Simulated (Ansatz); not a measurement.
# CH5Al (triplet): B2PLYP, RPA-PBE over vertical spin and charge gaps, cc-pVTZ

Aim: run CH5Al (triplet) with these functionals over vertical spin and charge gaps, and hold them against the top wave-function level at the same points.

The runs use Ansatz 0.2.0, Gaussian basis; cc-pVTZ, all electrons in the functionals, frozen cores in the correlation of double hybrids and RPA.

To be run: B2PLYP, RPA-PBE, at charge 0, triplet; charge 0, singlet; charge 0, quintet; charge 1, doublet; charge 1, quartet.

6 further runs of the same task are left out: 6 set aside as unsound or not needed.

### 1 What is computed

The geometry is a PBE0/def2-TZVP stationary point (not a proven minimum).

7 atoms, charge 0, spin multiplicity 3.

Atoms are counted from 1 here; the program's logs count them from 0.

Bond lengths: Al1–C2 2.244 Å, Al1–H3 1.654 Å, Al1–H4 1.602 Å, C2–H5 1.093 Å, C2–H6 1.083 Å, C2–H7 1.083 Å. Angles: C2–Al1–H3 69.3°, C2–Al1–H4 106.1°, H3–Al1–H4 115.8°, Al1–C2–H5 87.2°, Al1–C2–H6 108.7°, Al1–C2–H7 110.0°, H5–C2–H6 115.7°, H5–C2–H7 115.2°, H6–C2–H7 116.0°.

As a file:

```
Al   -0.0756    0.0440    0.7806
C     0.0338   -0.0741   -1.4575
H     0.7854    1.3182    0.1705
H     0.7928   -1.1841    1.3321
H    -0.4616   -1.0447   -1.3779
H    -0.5650    0.7250   -1.8764
H     1.0678   -0.1093   -1.7772
```

No dispersion term is added.

The geometry shown and the zero of energy belong to the point charge 0, triplet. The yardstick, UCCSDT(Q), and other wave-function levels (R restricted, U unrestricted, valence and pair active spaces) come from earlier runs.

### 2 B2PLYP, charge 0, triplet

File in.yaml:

```yaml
crystal:
  periodic: [false, false, false]
  atoms:
    - {symbol: Al, position_ang: [-0.075561, 0.043982, 0.780641]}
    - {symbol: C, position_ang: [0.033843, -0.074052, -1.457524]}
    - {symbol: H, position_ang: [0.785360, 1.318208, 0.170521]}
    - {symbol: H, position_ang: [0.792780, -1.184102, 1.332093]}
    - {symbol: H, position_ang: [-0.461553, -1.044708, -1.377941]}
    - {symbol: H, position_ang: [-0.564953, 0.725006, -1.876418]}
    - {symbol: H, position_ang: [1.067775, -0.109341, -1.777245]}
basis:
  gaussian: {orbitals: cc-pVTZ}
magnetization: {spin_polarized: true, initial_magnetization: 2}
hamiltonian: {xc: {name: B2PLYP}}
correlation: {electrons: outside_noble_gas}
```

On the command line:

```console
$ ansatz run in.yaml --threads 2 --pin off --events-out ev --progress --plain --max-ram 24576MiB --backend cuda --devices 0, --max-vram 18GiB
```

Output:

```text
Functional definition: B2PLYP
  name "B2PLYP"
  cite "Grimme, J. Chem. Phys. 124, 034108 (2006) doi:10.1063/1.2148954"
  cite "Becke, Phys. Rev. A 38, 3098 (1988) doi:10.1103/PhysRevA.38.3098"
  cite "Lee, Yang & Parr, Phys. Rev. B 37, 785 (1988) doi:10.1103/PhysRevB.37.785"
  parameter a = 0.53
  parameter c = 0.27
  exchange = (1 - a)*b88_x + a*exact_x
  correlation = (1 - c)*lyp_c + c*(mp2_os + mp2_ss)
759 factors; integrals over basis functions are off by at most 1.2e-3 eV
mean field evaluation 1: about -7702.6893 eV, gradient 2.3e1 eV
mean field evaluation 2: about -7702.7494 eV, gradient 2.3e1 eV
mean field evaluation 4: about -7705.6861 eV, gradient 1.4e0 eV
mean field evaluation 8: about -7705.7490 eV, gradient 1.6e-1 eV
mean field evaluation 16: about -7705.7502 eV, gradient 2.0e-3 eV
mean field -7705.75024069 eV, -283.1810982001 hartree, gradient 8.5e-6 eV, S^2 2.012287; 0 other end points of the search recorded, 0 dependent functions left out
6 core orbitals not correlated: weight in the atoms' cores, before any rotation towards them, 1.000 or more for the frozen orbitals, at most 0.000 for the correlated occupied ones
reference -7705.75039261 eV, -283.1811037831 hartree; 7, 5 occupied and 121, 123 virtual orbitals, 759 factors
second order -8.20017173 eV of doubles, -0.00000000 eV of singles
Total energy: -7707.96443897 eV, -283.2624684863 hartree
```

Run time: 5.5 s. Hardware: 1 × H100 (card shared with other runs) with 2 threads of AMD EPYC 7R13, shared host; peak host memory 0.81 GiB.

From the report: ⟨S²⟩ of the determinant 2.012 (pure triplet: 2.00).

### 3 B2PLYP, charge 0, singlet

in.yaml: that of step 2 with these lines changed.

```diff
@@ -12,3 +12,3 @@
   gaussian: {orbitals: cc-pVTZ}
-magnetization: {spin_polarized: true, initial_magnetization: 2}
+magnetization: {spin_polarized: true, initial_magnetization: 0}
 hamiltonian: {xc: {name: B2PLYP}}
```

The command is unchanged.

Output, shortened:

```text
Functional definition: B2PLYP
  name "B2PLYP"
  cite "Grimme, J. Chem. Phys. 124, 034108 (2006) doi:10.1063/1.2148954"
  cite "Becke, Phys. Rev. A 38, 3098 (1988) doi:10.1103/PhysRevA.38.3098"
  cite "Lee, Yang & Parr, Phys. Rev. B 37, 785 (1988) doi:10.1103/PhysRevB.37.785"
[...]
759 factors; integrals over basis functions are off by at most 1.2e-3 eV
[...]
mean field -7705.71326700 eV, -283.1797394422 hartree, gradient 5.6e-6 eV, S^2 0.857001; 7 other end points of the search recorded, 0 dependent functions left out
6 core orbitals not correlated: weight in the atoms' cores, before any rotation towards them, 1.000 or more for the frozen orbitals, at most 0.000 for the correlated occupied ones
reference -7705.71341831 eV, -283.1797450029 hartree; 6, 6 occupied and 122, 122 virtual orbitals, 759 factors
second order -8.38091593 eV of doubles, -0.00000000 eV of singles
Total energy: -7707.97626562 eV, -283.2629031074 hartree
```

Wall time 10 s (1 × H100 (card shared with other runs) with 2 threads of AMD EPYC 7R13, shared host); peak host memory 0.81 GiB.

From the report: ⟨S²⟩ of the determinant 0.857 (pure singlet: 0.00). The determinant is far from a pure spin state, so its energy mixes those of several spin states (harmless only where they are near-degenerate, as at dissociation).

From charge 0, triplet: -0.012 eV.

### 4 B2PLYP, charge 0, quintet

in.yaml: that of step 3 with these lines changed.

```diff
@@ -12,3 +12,3 @@
   gaussian: {orbitals: cc-pVTZ}
-magnetization: {spin_polarized: true, initial_magnetization: 0}
+magnetization: {spin_polarized: true, initial_magnetization: 4}
 hamiltonian: {xc: {name: B2PLYP}}
```

Launched as before.

Output, shortened:

```text
Functional definition: B2PLYP
  name "B2PLYP"
  cite "Grimme, J. Chem. Phys. 124, 034108 (2006) doi:10.1063/1.2148954"
  cite "Becke, Phys. Rev. A 38, 3098 (1988) doi:10.1103/PhysRevA.38.3098"
  cite "Lee, Yang & Parr, Phys. Rev. B 37, 785 (1988) doi:10.1103/PhysRevB.37.785"
[...]
759 factors; integrals over basis functions are off by at most 1.2e-3 eV
[...]
mean field -7699.81668937 eV, -282.9630442110 hartree, gradient 8.8e-6 eV, S^2 6.026253; 0 other end points of the search recorded, 0 dependent functions left out
6 core orbitals not correlated: weight in the atoms' cores, before any rotation towards them, 1.000 or more for the frozen orbitals, at most 0.000 for the correlated occupied ones
reference -7699.81684077 eV, -282.9630497749 hartree; 8, 4 occupied and 120, 124 virtual orbitals, 759 factors
second order -7.77510447 eV of doubles, -0.00000000 eV of singles
Total energy: -7701.91611897 eV, -283.0401968260 hartree
```

It took 8 s on 1 × H100 (card shared with other runs) with 2 threads of AMD EPYC 7R13, shared host; peak host memory 0.81 GiB.

From the report: ⟨S²⟩ of the determinant 6.026 (pure quintet: 6.00).

From charge 0, triplet: +6.048 eV.

### 5 B2PLYP, charge 1, doublet

in.yaml: that of step 4 with these lines changed.

```diff
@@ -12,3 +12,4 @@
   gaussian: {orbitals: cc-pVTZ}
-magnetization: {spin_polarized: true, initial_magnetization: 4}
+total_charge: 1
+magnetization: {spin_polarized: true, initial_magnetization: 1}
 hamiltonian: {xc: {name: B2PLYP}}
```

Same command.

Output, shortened:

```text
Functional definition: B2PLYP
  name "B2PLYP"
  cite "Grimme, J. Chem. Phys. 124, 034108 (2006) doi:10.1063/1.2148954"
  cite "Becke, Phys. Rev. A 38, 3098 (1988) doi:10.1103/PhysRevA.38.3098"
  cite "Lee, Yang & Parr, Phys. Rev. B 37, 785 (1988) doi:10.1103/PhysRevB.37.785"
[...]
759 factors; integrals over basis functions are off by at most 1.2e-3 eV
[...]
mean field -7698.53055264 eV, -282.9157795580 hartree, gradient 1.1e-6 eV, S^2 0.774716; 0 other end points of the search recorded, 0 dependent functions left out
6 core orbitals not correlated: weight in the atoms' cores, before any rotation towards them, 1.000 or more for the frozen orbitals, at most 0.000 for the correlated occupied ones
reference -7698.53070360 eV, -282.9157851058 hartree; 6, 5 occupied and 122, 123 virtual orbitals, 759 factors
second order -7.90463885 eV of doubles, -0.00000000 eV of singles
Total energy: -7700.66495609 eV, -282.9942174381 hartree
```

It took 11 s on 1 × H100 (card shared with other runs) with 2 threads of AMD EPYC 7R13, shared host; peak host memory 0.81 GiB.

From the report: ⟨S²⟩ of the determinant 0.775 (pure doublet: 0.75).

From charge 0, triplet: +7.299 eV.

### 6 B2PLYP, charge 1, quartet

in.yaml: that of step 5 with these lines changed.

```diff
@@ -13,3 +13,3 @@
 total_charge: 1
-magnetization: {spin_polarized: true, initial_magnetization: 1}
+magnetization: {spin_polarized: true, initial_magnetization: 3}
 hamiltonian: {xc: {name: B2PLYP}}
```

The command is unchanged.

Output, shortened:

```text
Functional definition: B2PLYP
  name "B2PLYP"
  cite "Grimme, J. Chem. Phys. 124, 034108 (2006) doi:10.1063/1.2148954"
  cite "Becke, Phys. Rev. A 38, 3098 (1988) doi:10.1103/PhysRevA.38.3098"
  cite "Lee, Yang & Parr, Phys. Rev. B 37, 785 (1988) doi:10.1103/PhysRevB.37.785"
[...]
759 factors; integrals over basis functions are off by at most 1.2e-3 eV
[...]
mean field -7695.73513297 eV, -282.8130497801 hartree, gradient 4.5e-6 eV, S^2 3.778434; 0 other end points of the search recorded, 0 dependent functions left out
6 core orbitals not correlated: weight in the atoms' cores, before any rotation towards them, 1.000 or more for the frozen orbitals, at most 0.000 for the correlated occupied ones
reference -7695.73528404 eV, -282.8130553316 hartree; 7, 4 occupied and 121, 124 virtual orbitals, 759 factors
second order -7.17822005 eV of doubles, -0.00000000 eV of singles
Total energy: -7697.67340345 eV, -282.8842799063 hartree
```

Wall time 4.5 s (1 × H100 (card shared with other runs) with 2 threads of AMD EPYC 7R13, shared host); peak host memory 0.81 GiB.

From the report: ⟨S²⟩ of the determinant 3.778 (pure quartet: 3.75).

From charge 0, triplet: +10.291 eV.

### 7 RPA-PBE, charge 0, triplet

in.yaml: that of step 6 with these lines changed.

```diff
@@ -12,5 +12,4 @@
   gaussian: {orbitals: cc-pVTZ}
-total_charge: 1
-magnetization: {spin_polarized: true, initial_magnetization: 3}
-hamiltonian: {xc: {name: B2PLYP}}
-correlation: {electrons: outside_noble_gas}
+magnetization: {spin_polarized: true, initial_magnetization: 2}
+hamiltonian: {xc: {name: PBE}}
+correlation: {method: rpa, electrons: outside_noble_gas}
```

Launched as before.

Output, shortened:

```text
Functional definition: PBE
  name "PBE"
  cite "Perdew, Burke & Ernzerhof, Phys. Rev. Lett. 77, 3865 (1996) doi:10.1103/PhysRevLett.77.3865"
  parent pbe
[...]
759 factors; integrals over basis functions are off by at most 1.2e-3 eV
[...]
mean field -7706.96258332 eV, -283.2256509702 hartree, gradient 3.7e-6 eV, S^2 2.004096; 0 other end points of the search recorded, 0 dependent functions left out
6 core orbitals not correlated: weight in the atoms' cores, before any rotation towards them, 1.000 or more for the frozen orbitals, at most 0.000 for the correlated occupied ones
reference -7689.21647823 eV, -282.5734936370 hartree; 7, 5 occupied and 121, 123 virtual orbitals, 759 factors
Total energy: -7702.95334645 eV, -283.0783142328 hartree
```

Wall time 8 s (1 × H100 (card shared with other runs) with 2 threads of AMD EPYC 7R13, shared host); peak host memory 0.88 GiB.

From the report: ⟨S²⟩ of the determinant 2.004 (pure triplet: 2.00).

### 8 RPA-PBE, charge 0, singlet

in.yaml: that of step 7 with these lines changed.

```diff
@@ -12,3 +12,3 @@
   gaussian: {orbitals: cc-pVTZ}
-magnetization: {spin_polarized: true, initial_magnetization: 2}
+magnetization: {spin_polarized: true, initial_magnetization: 0}
 hamiltonian: {xc: {name: PBE}}
```

The command is unchanged.

Output, shortened:

```text
Functional definition: PBE
  name "PBE"
  cite "Perdew, Burke & Ernzerhof, Phys. Rev. Lett. 77, 3865 (1996) doi:10.1103/PhysRevLett.77.3865"
  parent pbe
[...]
759 factors; integrals over basis functions are off by at most 1.2e-3 eV
[...]
mean field -7707.17900882 eV, -283.2336044606 hartree, gradient 8.4e-6 eV, S^2 0.472049; 7 other end points of the search recorded, 0 dependent functions left out
6 core orbitals not correlated: weight in the atoms' cores, before any rotation towards them, 1.000 or more for the frozen orbitals, at most 0.000 for the correlated occupied ones
reference -7688.59554315 eV, -282.5506746936 hartree; 6, 6 occupied and 122, 122 virtual orbitals, 759 factors
Total energy: -7703.18270572 eV, -283.0867430303 hartree
```

It took 8.5 s on 1 × H100 (card shared with other runs) with 2 threads of AMD EPYC 7R13, shared host; peak host memory 0.89 GiB.

From the report: ⟨S²⟩ of the determinant 0.472 (pure singlet: 0.00).

From charge 0, triplet: -0.229 eV.

### 9 RPA-PBE, charge 0, quintet

in.yaml: that of step 8 with these lines changed.

```diff
@@ -12,3 +12,3 @@
   gaussian: {orbitals: cc-pVTZ}
-magnetization: {spin_polarized: true, initial_magnetization: 0}
+magnetization: {spin_polarized: true, initial_magnetization: 4}
 hamiltonian: {xc: {name: PBE}}
```

The command is unchanged.

Output, shortened:

```text
Functional definition: PBE
  name "PBE"
  cite "Perdew, Burke & Ernzerhof, Phys. Rev. Lett. 77, 3865 (1996) doi:10.1103/PhysRevLett.77.3865"
  parent pbe
[...]
759 factors; integrals over basis functions are off by at most 1.2e-3 eV
[...]
mean field -7701.20274949 eV, -283.0139809810 hartree, gradient 4.8e-6 eV, S^2 6.007957; 1 other end points of the search recorded, 0 dependent functions left out
6 core orbitals not correlated: weight in the atoms' cores, before any rotation towards them, 1.000 or more for the frozen orbitals, at most 0.000 for the correlated occupied ones
reference -7683.66084921 eV, -282.3693280360 hartree; 8, 4 occupied and 120, 124 virtual orbitals, 759 factors
Total energy: -7696.96057056 eV, -282.8580837809 hartree
```

It took 7 s on 1 × H100 (card shared with other runs) with 2 threads of AMD EPYC 7R13, shared host; peak host memory 0.87 GiB.

From the report: ⟨S²⟩ of the determinant 6.008 (pure quintet: 6.00).

From charge 0, triplet: +5.993 eV.

### 10 RPA-PBE, charge 1, doublet

in.yaml: that of step 9 with these lines changed.

```diff
@@ -12,3 +12,4 @@
   gaussian: {orbitals: cc-pVTZ}
-magnetization: {spin_polarized: true, initial_magnetization: 4}
+total_charge: 1
+magnetization: {spin_polarized: true, initial_magnetization: 1}
 hamiltonian: {xc: {name: PBE}}
```

Same command.

Output, shortened:

```text
Functional definition: PBE
  name "PBE"
  cite "Perdew, Burke & Ernzerhof, Phys. Rev. Lett. 77, 3865 (1996) doi:10.1103/PhysRevLett.77.3865"
  parent pbe
[...]
759 factors; integrals over basis functions are off by at most 1.2e-3 eV
[...]
mean field -7699.60245940 eV, -282.9551714049 hartree, gradient 3.2e-6 eV, S^2 0.757886; 1 other end points of the search recorded, 0 dependent functions left out
6 core orbitals not correlated: weight in the atoms' cores, before any rotation towards them, 1.000 or more for the frozen orbitals, at most 0.000 for the correlated occupied ones
reference -7682.19197794 eV, -282.3153480126 hartree; 6, 5 occupied and 122, 123 virtual orbitals, 759 factors
Total energy: -7695.30194282 eV, -282.7971303355 hartree
```

It took 14 s on 1 × H100 (card shared with other runs) with 2 threads of AMD EPYC 7R13, shared host; peak host memory 0.87 GiB.

From the report: ⟨S²⟩ of the determinant 0.758 (pure doublet: 0.75).

From charge 0, triplet: +7.651 eV.

### 11 RPA-PBE, charge 1, quartet

in.yaml: that of step 10 with these lines changed.

```diff
@@ -13,3 +13,3 @@
 total_charge: 1
-magnetization: {spin_polarized: true, initial_magnetization: 1}
+magnetization: {spin_polarized: true, initial_magnetization: 3}
 hamiltonian: {xc: {name: PBE}}
```

Launched as before.

Output, shortened:

```text
Functional definition: PBE
  name "PBE"
  cite "Perdew, Burke & Ernzerhof, Phys. Rev. Lett. 77, 3865 (1996) doi:10.1103/PhysRevLett.77.3865"
  parent pbe
[...]
759 factors; integrals over basis functions are off by at most 1.2e-3 eV
[...]
mean field -7696.72345874 eV, -282.8493700821 hartree, gradient 5.8e-6 eV, S^2 3.758750; 0 other end points of the search recorded, 0 dependent functions left out
6 core orbitals not correlated: weight in the atoms' cores, before any rotation towards them, 1.000 or more for the frozen orbitals, at most 0.000 for the correlated occupied ones
reference -7679.80951254 eV, -282.2277940240 hartree; 7, 4 occupied and 121, 124 virtual orbitals, 759 factors
Total energy: -7692.35261078 eV, -282.6887443824 hartree
```

Wall time 6.5 s (1 × H100 (card shared with other runs) with 2 threads of AMD EPYC 7R13, shared host); peak host memory 0.88 GiB.

From the report: ⟨S²⟩ of the determinant 3.759 (pure quartet: 3.75).

From charge 0, triplet: +10.601 eV.

### 12 The comparison

The yardstick is UCCSDT(Q), where the cluster series has nearly closed. It comes from earlier runs at the same points. Energies in eV, counted from charge 0, triplet; blanks weren't run or aren't comparable.

| level | triplet to singlet | triplet to quintet | ionisation to the doublet cation | ionisation to the quartet cation |
| --- | --- | --- | --- | --- |
| UCCSDT(Q) |  | 5.980 | 7.323 | 10.373 |
| B2PLYP | -0.012 | 6.048 | 7.299 | 10.291 |
| RPA-PBE | -0.229 | 5.993 | 7.651 | 10.601 |

Largest miss and mean time a point (UCCSDT(Q) took 1.9 min a point; shared hosts):

| level | largest miss (eV) | where | time a point |
| --- | --- | --- | --- |
| B2PLYP | -0.082 | ionisation to the quartet cation | 7.7 s |
| RPA-PBE | +0.328 | ionisation to the doublet cation | 8.8 s |

### 13 Summary of results

| quantity | value |
| --- | --- |
| triplet to quintet, UCCSDT(Q) | 5.980 eV |
| ionisation to the doublet cation, UCCSDT(Q) | 7.323 eV |
| ionisation to the quartet cation, UCCSDT(Q) | 10.373 eV |
| largest miss, B2PLYP | -0.082 eV (ionisation to the quartet cation) |
| largest miss, RPA-PBE | +0.328 eV (ionisation to the doublet cation) |

What this shows: Misses are known at 3 of 4 points at best, and only functionals with that many are ranked. Of the functionals, B2PLYP keep the smallest largest miss at the points compared (at most 0.082 eV) and RPA-PBE strays most (0.328 eV, at ionisation to the doublet cation). B2PLYP, RPA-PBE clearly break the spin symmetry at some points (⟨S²⟩ up to 0.86 above the pure value), so energy there is bought with a mixed spin. Functionals and the yardstick converge differently with the basis, so part of each miss in cc-pVTZ is the basis.
